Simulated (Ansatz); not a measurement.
Relaxation of ClH4NSi (7 atoms, charge 0, multiplicity 1), to a largest force component of 0.03 eV/Å in at most 50 steps.

These are results of Ansatz, RKS PBE0-D4/def2-SVP, not measurements.

```xyz
7
Properties=species:S:1:pos:R:3:forces:R:3
Si -0.073 0.249 -0.960 0.13 0.15 0.39
N 1.253 0.062 1.711 -0.17 -0.31 -1.36
H 0.813 -0.564 2.380 0.09 0.00 -0.01
H 1.992 0.604 2.152 -0.05 -0.04 -0.02
H 1.658 -0.498 0.938 -0.01 0.22 0.93
H -1.194 1.164 -0.454 0.00 -0.02 0.01
Cl -1.091 -1.563 -0.604 0.01 0.00 0.06
```

Problem. Where does it end, and by what steps?

Solution. It converged. The force dipped under the threshold on the way, but the program's further checks kept it going. After 12 steps the energy has fallen by 1.007 eV; H4 moved furthest, 0.75 Å. Joined: Si1–N2 (2.99 → 2.06 Å).

```
step  energy less start (eV)  largest force component (eV/Å)  accepted
   0                  0.0000                           1.360       yes
   1                 -0.2452                           1.272       yes
   2                 -0.3452                           1.228       yes
   3                 -0.6646                           0.876       yes
   4                 -0.9095                           0.616       yes
   5                 -0.9619                           0.361       yes
   6                 -0.9769                           0.410       yes
   7                 -1.0009                           0.150       yes
   8                 -1.0032                           0.032       yes
   9                 -1.0039                           0.030       yes
  10                 -1.0051                           0.073       yes
  11                 -1.0065                           0.011       yes
  12                 -1.0067                           0.026       yes
```

```xyz
7
Properties=species:S:1:pos:R:3
Si 0.204 0.283 -0.592
N 1.099 -0.047 1.233
H 0.406 -0.481 1.848
H 1.450 0.805 1.675
H 1.879 -0.701 1.141
H -0.795 1.168 0.171
Cl -0.884 -1.574 -0.314
```

Whether the end is a true minimum wasn't checked by a vibrational analysis.

The run took 25 s on 1 thread of Arm Neoverse V2, with other jobs on the host, peak memory 0.14 GiB.
